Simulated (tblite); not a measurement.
Isomers of C4H4F2. Computed with GFN2-xTB (tblite): harmonic, unscaled wavenumbers at the GFN2-xTB geometry, gas phase. The method is semi-empirical: single wavenumbers can be off by several per cent or more. One conformer each.

Electronic energies: GFN2-xTB at the same geometries; isomer energies are rough at this level and their order can be wrong.

```json
{"SMILES": "FC[C@@H]1C=C1F", "electronic energy, lowest = 0 (kJ/mol)": "127.7"}
{"SMILES": "C=C1[C@@H](F)[C@H]1F", "electronic energy, lowest = 0 (kJ/mol)": "67.4"}
{"SMILES": "F/C=C\\C=C/F", "electronic energy, lowest = 0 (kJ/mol)": "0.0"}
```

How do GFN2-xTB zero-point energies change the relative energies?

```json
{"SMILES": "F/C=C\\C=C/F", "ZPE (kJ/mol)": "178.5", "of it from modes above 1550 cm⁻¹": "94.2", "electronic (kJ/mol)": "0.0", "with ZPE, lowest = 0 (kJ/mol)": "0.0", "lowest mode (cm⁻¹)": "77", "rings": "0"}
{"SMILES": "C=C1[C@@H](F)[C@H]1F", "ZPE (kJ/mol)": "178.1", "of it from modes above 1550 cm⁻¹": "84.3", "electronic (kJ/mol)": "67.4", "with ZPE, lowest = 0 (kJ/mol)": "67.1", "lowest mode (cm⁻¹)": "162", "rings": "1"}
{"SMILES": "FC[C@@H]1C=C1F", "ZPE (kJ/mol)": "178.6", "of it from modes above 1550 cm⁻¹": "84.1", "electronic (kJ/mol)": "127.7", "with ZPE, lowest = 0 (kJ/mol)": "127.8", "lowest mode (cm⁻¹)": "62", "rings": "1"}
```

The zero-point energies span 0.5 kJ/mol, from `C=C1[C@@H](F)[C@H]1F` to `FC[C@@H]1C=C1F`. The order is unchanged.

What do entropy and thermal enthalpy add at 298.15 K and 1 bar (rigid rotor, harmonic oscillator, one conformer each)?

```tsv
SMILES	point group	symmetry number	S (J/(mol K))	H − H(0) (kJ/mol)	ZPE + H − H(0) − TS (kJ/mol)
F/C=C\C=C/F	C2h	2	323.3	18.55	100.6
C=C1[C@@H](F)[C@H]1F	Cs	1	318.7	17.64	100.8
FC[C@@H]1C=C1F	C1	1	328.3	18.36	99.0
```
